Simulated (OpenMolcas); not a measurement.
# AlSiNH8 (SMILES [AlH3-][NH2+][SiH3]) at 6 levels

We compute a comparison of 6 runs (HF/3-21G, BHLYP/def2-SVP, BLYP/def2-SVP, M06-2X/def2-SVP, M06-L/def2-SVP, CCSD(T)/def2-SVP) of AlSiNH8. 

The results are computed with OpenMolcas 26.06.

## (1) The structure to begin with

The species is AlSiNH8 (11 atoms), meant as a singlet with charge 0. SMILES: `[AlH3-][NH2+][SiH3]`. The Al1–H6 distance was set to 2.882 Å, away from the relaxed value. At this shape a bond of the SMILES string is far longer than usual.

Bond lengths: Al1–N2 2.069 Å, N2–Si3 1.792 Å, Al1–H4 1.609 Å, Al1–H5 1.602 Å, N2–H7 1.016 Å, N2–H8 1.016 Å, Si3–H9 1.487 Å, Si3–H10 1.476 Å, Si3–H11 1.475 Å. Some angles: Al1–N2–Si3 109.4°, Al1–N2–H7 107.3°, Al1–N2–H8 107.7°, Si3–N2–H7 112.7°, Si3–N2–H8 112.4°, N2–Al1–H4 97.1°, N2–Al1–H5 100.0°, N2–Si3–H9 108.4°, N2–Si3–H10 107.2°, N2–Si3–H11 107.0°.

## (2) A single-point energy at HF/3-21G (run 1)

run.input

```
* AlH8NSi Hartree-Fock

&GATEWAY
 BASLIB = $CurrDir
 BASISSET
 Al.3-21G....
 Al1 0.281599 1.031737 -1.201367 angstrom
 End of Basis
 BASISSET
 N.3-21G....
 N2 1.153399 -0.035863 0.342133 angstrom
 End of Basis
 BASISSET
 Si.3-21G....
 Si3 2.057899 -1.428063 -0.331967 angstrom
 End of Basis
 BASISSET
 H.3-21G....
 H4 0.460599 -0.087463 -2.342967 angstrom
 H5 1.275499 2.285937 -1.267267 angstrom
 H6 -2.377200 1.435300 -0.165100 angstrom
 H7 1.748399 0.607137 0.856133 angstrom
 H8 0.413199 -0.324163 0.975333 angstrom
 H9 2.833199 -2.062263 0.767733 angstrom
 H10 2.976499 -0.896163 -1.357267 angstrom
 H11 1.059199 -2.376763 -0.860667 angstrom
 End of Basis

&SEWARD

&SCF
 THRESHOLDS = 1e-10 1e-07 1e-07 1e-05
 PRORBITALS = 1 2
```

The basis set 3-21G is read from a file made from the Basis Set Exchange's data (not shown).

On the command line:

```bash
export MOLCAS_MEM=1860
pymolcas run.input > run.log
```

The program printed:

```text
--- Start Module: gateway ---
[...]
--- Stop Module: gateway /rc=_RC_ALL_IS_WELL_ ---
--- Start Module: seward ---
[...]
      Basis functions           51
--- Stop Module: seward /rc=_RC_ALL_IS_WELL_ ---
--- Start Module: scf ---
[...]
       Convergence after  11 Iterations
[...]
::    Total SCF energy                               -586.6765418475
[...]
      Total spin, S                                     0.0000000000
[...]
      Total electronic charge=   42.000000
      Total            charge=   -0.000000
[...]
      Dipole Moment (debye):
      Origin of the operator (angstrom)=    1.1656   -0.1824   -0.5236
                   X=  5.3795E+00               Y= -3.5487E+00               Z=  2.9734E+00           Total=  7.0974E+00
      Quadrupole Moment (debye*angstrom):
[...]
--- Stop Module: scf /rc=_RC_ALL_IS_WELL_ ---
[...]
```

It took 2 s on 1 thread of Intel Xeon Platinum 8375C at 2.90GHz (Ice Lake), shared host; peak memory 0.38 GiB.

## (3) The energy at BHLYP/def2-SVP (run 2)

run.input

```
* AlH8NSi Kohn-Sham DFT
>>> EXPORT MOLCAS_PRINT=2
&GATEWAY
BasLib
$CurrDir
Coord
11
angstrom
Al       0.281599       1.031737      -1.201367
N        1.153399      -0.035863       0.342133
Si       2.057899      -1.428063      -0.331967
H        0.460599      -0.087463      -2.342967
H        1.275499       2.285937      -1.267267
H       -2.377200       1.435300      -0.165100
H        1.748399       0.607137       0.856133
H        0.413199      -0.324163       0.975333
H        2.833199      -2.062263       0.767733
H        2.976499      -0.896163      -1.357267
H        1.059199      -2.376763      -0.860667
Basis
def2-SVP
Group
NoSym
&SEWARD
GridInput
Grid=UltraFine
End of Grid
&SCF
KSDFT
HYB_GGA_XC_BHANDHLYP
Thresholds
1e-10 1e-07 1e-07 1e-05
PrOrbitals
1 1
```

The basis set def2-SVP is read from a file made from the Basis Set Exchange's data (not shown).

On the command line:

```bash
export MOLCAS_MEM=1860
pymolcas run.input > run.log
```

The program printed:

```text
--- Start Module: gateway ---
[...]
--- Stop Module: gateway /rc=_RC_ALL_IS_WELL_ ---
--- Start Module: seward ---
[...]
      Basis functions           90
--- Stop Module: seward /rc=_RC_ALL_IS_WELL_ ---
[...]
--- Start Module: scf ---
[...]
       Convergence after  14 Iterations
[...]
::    Total KS-DFT energy                            -591.1432801294
[...]
      Total spin, S                                     0.0000000000
[...]
      Total electronic charge=   42.000000
      Total            charge=   -0.000000
[...]
      Dipole Moment (debye):
      Origin of the operator (angstrom)=    1.1656   -0.1824   -0.5236
                   X=  5.4656E+00               Y= -3.3894E+00               Z=  2.6360E+00           Total=  6.9505E+00
      Quadrupole Moment (debye*angstrom):
[...]
--- Stop Module: scf /rc=_RC_ALL_IS_WELL_ ---
[...]
```

Run time: 26 s. Hardware: 1 thread of Intel Xeon Platinum 8375C at 2.90GHz (Ice Lake), shared host; peak memory 0.49 GiB.

Runs 3 to 5 aren't shown in full; the table further down has their settings and results.

## (4) A single-point energy at CCSD(T)/def2-SVP (run 6)

calc.input

```
* AlH8NSi CCSD(T)
>>> EXPORT MOLCAS_PRINT=2
&gateway
baslib = $CurrDir
coord
11
angstrom
Al       0.281599       1.031737      -1.201367
N        1.153399      -0.035863       0.342133
Si       2.057899      -1.428063      -0.331967
H        0.460599      -0.087463      -2.342967
H        1.275499       2.285937      -1.267267
H       -2.377200       1.435300      -0.165100
H        1.748399       0.607137       0.856133
H        0.413199      -0.324163       0.975333
H        2.833199      -2.062263       0.767733
H        2.976499      -0.896163      -1.357267
H        1.059199      -2.376763      -0.860667
basis = def2-SVP
group = NoSym
&seward
&scf
thresholds = 1e-10 1e-07 1e-07 1e-05
prorbitals = 1 1
&rasscf
fileorb = $Project.ScfOrb
spin = 1
nactel = 0 0 0
inactive = 21
ras2 = 0
outorbitals = Canonical
orblisting = Few
&motra
jobiph
frozen = 11
&ccsdt
cct
triples = 2
iterations = 80
accuracy = 1e-08
extrapolation = 5 4
```

The basis set def2-SVP is read from a file made from the Basis Set Exchange's data (not shown).

On the command line:

```bash
export MOLCAS_MEM=1860
pymolcas calc.input > calc.log
```

The program printed:

```text
--- Start Module: gateway ---
[...]
--- Stop Module: gateway /rc=_RC_ALL_IS_WELL_ ---
[...]
      Basis functions           90
[...]
       Convergence after  12 Iterations
[...]
::    Total SCF energy                               -589.6556246990
[...]
      Total spin, S                                     0.0000000000
[...]
      Number of active orbitals                  0
[...]
      Spin quantum number                      0.0
[...]
      Active orbitals                            0
[...]
      Number of CSFs                             1
[...]
      Number of root(s) required                 1
[...]
      Convergence after  4 iterations
[...]
      Natural orbitals and occupation numbers for root  1
      ************************************************************************************************************************
      *                                                    Final results                                                     *
      ************************************************************************************************************************
[...]
::    RASSCF root number  1 Total energy:   -589.65562470
[...]
      Total electronic charge=   42.000000
      Total            charge=   -0.000000
[...]
      Dipole Moment (debye):
      Origin of the operator (angstrom)=    1.1656   -0.1824   -0.5236
                   X=  5.9893E+00               Y= -3.5281E+00               Z=  2.5498E+00           Total=  7.4041E+00
      Quadrupole Moment (debye*angstrom):
[...]
--- Start Module: motra ---
[...]
      *** WARNING: Default frozen orbitals is overwritten by user input.
      *** Default values:   5
[...]
--- Stop Module: motra /rc=_RC_ALL_IS_WELL_ ---
[...]
--- Start Module: ccsdt ---
[...]
      Convergence after                    20  Iterations
      Total energy (diff) :    -590.08911073      -0.00000000
[...]
 METHOD                       : CCSD+T(CCSD)+<T3(1)WT1> = CCSD(T)
[...]
       CCSD     =      -590.0891107296944
[...]
--- Stop Module: ccsdt /rc=_RC_ALL_IS_WELL_ ---
[...]
```

Run time: 42 s. Hardware: 1 thread of Intel Xeon Platinum 8375C at 2.90GHz (Ice Lake), shared host; peak memory 0.49 GiB.

## (5) All runs side by side

```tsv
run	level	integration grid	frozen core orbitals	energy (Eh)	dipole moment (D) of the reference	HOMO energy (eV)	LUMO energy (eV)	wall time
1	HF/3-21G	–	–	-586.676542	7.10	-7.33	2.27	2 s
2	BHLYP/def2-SVP	UltraFine	–	-591.143280	6.95	-6.30	-0.32	26 s
3	BLYP/def2-SVP	UltraFine	–	-591.141327	6.52	-4.44	-1.79	27 s
4	M06-2X/def2-SVP	UltraFine	–	-591.106647	6.79	-6.33	-0.44	36 s
5	M06-L/def2-SVP	UltraFine	–	-591.179949	6.73	-4.82	-1.72	40 s
6	CCSD(T)/def2-SVP	–	11	-590.100143	7.40	-7.57	1.88	42 s
```

## (6) Results

| quantity | value |
| --- | --- |
| run 6: total energy | -590.10014 Eh |
| run 6: dipole moment (mean-field density) | 7.40 D |
| run 6: HOMO energy (Hartree–Fock orbitals) | -7.57 eV |
| run 6: LUMO energy (Hartree–Fock orbitals) | 1.88 eV |
| run 6: HOMO–LUMO gap (Hartree–Fock orbitals) | 9.45 eV |
| run 6: correlation energy (11 core orbitals frozen) | -444.5 mEh |
| run 6: (T) correction | -11.03 mEh |

What this shows: Over runs 1, 2, 3, 4, 5 the dipole moment (its size) runs from 6.52 D (BLYP/def2-SVP) to 7.10 D (HF/3-21G). The two ends differ in method and basis. Over runs 1, 2, 3, 4, 5 the HOMO–LUMO gap runs from 2.66 eV (BLYP/def2-SVP) to 9.60 eV (HF/3-21G). Totals of different functionals can't be ranked against each other. All runs together took 2.9 min, the longest 42 s.
